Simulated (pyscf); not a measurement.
H₂N–SiH•–Cl + ammonia (NH₃) -> H₂N–SiH₂–Cl + amino radical (NH₂•), a hydrogen abstraction (doublet surface; H–N broken, H–Si formed). Structures and frequencies: ωB97X-D3(BJ)/def2-SVP in PySCF. Energies in kcal/mol from the separated reactants.

Small-basis levels: PySCF, no dispersion term, spherical d functions. Open shells are spin-unrestricted. 

Question: In single points B3LYP/6-31G* puts the saddle at 18.5 kcal/mol and the reaction energy at +15.0 kcal/mol. Should these be trusted to within a few kcal/mol? Compare with ωB97M-D3(BJ)/def2-TZVP.

Answer: ωB97M-D3(BJ)/def2-TZVP gives ΔE‡ = 20.9 kcal/mol and ΔE = +16.1 kcal/mol. B3LYP/6-31G* lies 2.4 kcal/mol under it in the barrier and 1.0 kcal/mol under it in the reaction energy, so on this step it holds to within 3.0 kcal/mol. ωB97M-D3(BJ)/def2-TZVP has limits of its own. On the product side the descent ends in a complex (not fully relaxed), 5.6 kcal/mol under the separated species and 9.9 kcal/mol under the saddle at ωB97X-D3(BJ)/def2-TZVP. One saddle was located; it need not be the lowest between these sides. The angle at the transferred H is 155°.
